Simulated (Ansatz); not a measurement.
Two shapes of singlet H₃O(+).

Shape 1:

```xyz
4

O     0.0307    0.0196    0.0403
H     0.8961    0.0111   -0.2122
H    -0.4661    0.8628   -0.2170
H    -0.4427   -0.8088   -0.2387
```

Shape 2:

```xyz
4

O     0.0087   -0.0004    0.0794
H     0.9508    0.0062   -0.1992
H    -0.4662    0.8102   -0.1930
H    -0.4707   -0.8071   -0.1957
```

Basis set: STO-3G (spherical functions). Correlated methods keep 1 orbital frozen. Charge 1, multiplicity 1.

Computed with Ansatz (development build ahead of 0.2.0); each method stands on the lowest determinant of its kind that the runs found.

Which shape is lower in energy, and by how much in each method?

| method | E(2) − E(1) (eV) |
| --- | --- |
| RHF | -0.300 |
| RHF-MP2 | -0.332 |

Shape 2 is lower.
